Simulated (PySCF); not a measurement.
Computed with PySCF with B3LYP-D3(BJ)/def2-TZVP // BP86-D3(BJ)/def2-SVP. Gas-phase values, no solvent. B3LYP has the VWN-RPA correlation part, as in Gaussian. 

Reference species (SMILES): `N` (neutral, multiplicity 1).

| Item | Value |
|---|---|
| HOMO | -7.52 eV |
| HOMO–LUMO gap | 8.05 eV |

Changed species: `O` (free ligand H2O; the reference has free ligand NH3).

Problem. What does the change do to the HOMO and HOMO–LUMO gap?

Solution. the HOMO decreases by 1.08 eV, to -8.60 eV; the HOMO–LUMO gap rises by 0.85 eV, to 8.90 eV.
